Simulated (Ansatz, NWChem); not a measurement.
# Heat of formation of C2H4S (thiirane) from total energies

C2H4S has 7 atoms, charge 0, and is taken as a singlet. SMILES: `C1CS1`. The shape is that of a PBE0-D4/def2-TZVP optimisation.

Total energies at B3LYP/6-31G* (spherical functions) (NWChem 7.3.0); the atoms run unrestricted:

```tsv
species	state	energy (Eh)
C2H4S	singlet	-476.778380
C	triplet	-37.844694
S	triplet	-398.101916
H	doublet	-0.500273
```

Harmonic wavenumbers at PBE0-D4/def2-TZVP, in cm⁻¹: 667, 717, 835, 902, 963, 1043, 1075, 1159, 1190, 1464, 1490, 3140, 3141, 3222, 3236.

Measured heats of formation of the gaseous atoms at 298.15 K, in kJ/mol: C 716.9, S 277.0, H 218.0. Spin-orbit lowering of the atoms at 298 K (mean of the ground term's levels less their thermal mean, from spectra), in kJ/mol: C 0.02, S 1.88. Take 1 Eh = 2625.50 kJ/mol, 1 cm⁻¹ = 0.0119627 kJ/mol, RT = 2.479 kJ/mol.

Work out the heat of formation of the gas at 298 K.


1. Electronic atomisation energy: 2 × (-37.844694) + (-398.101916) + 4 × (-0.500273) − (-476.778380) = 0.985984 Eh = 2588.7 kJ/mol.
2. Zero-point energy: half the sum of the wavenumbers, 12122 cm⁻¹ = 145.0 kJ/mol.
3. Thermal vibrational enthalpy, Σ hcν̃/(exp(hcν̃/kT) − 1): 1.3 kJ/mol. Translation, rotation and pV of a non-linear molecule: 4 RT = 9.9 kJ/mol.
4. The 7 free atoms carry 5/2 RT each: 43.4 kJ/mol.
5. Spin-orbit coupling lowers the free atoms by 2 × 0.02 + 1.88 = 1.9 kJ/mol.
6. Atomisation enthalpy at 298 K: 2588.7 − 1.9 − 145.0 − 1.3 − 9.9 + 43.4 = 2474.0 kJ/mol.
7. Sum of the atoms' heats of formation: 2582.8 kJ/mol. Heat of formation: 2582.8 − 2474.0 = +108.8 kJ/mol.

The tabulated value is +82.0 kJ/mol (CRC Handbook of Chemistry and Physics), so this level is off by +26.8 kJ/mol, or 1.1 % of the atomisation enthalpy that the table implies (2500.7 kJ/mol). Anharmonicity and any spin-orbit splitting of the molecule are left out.
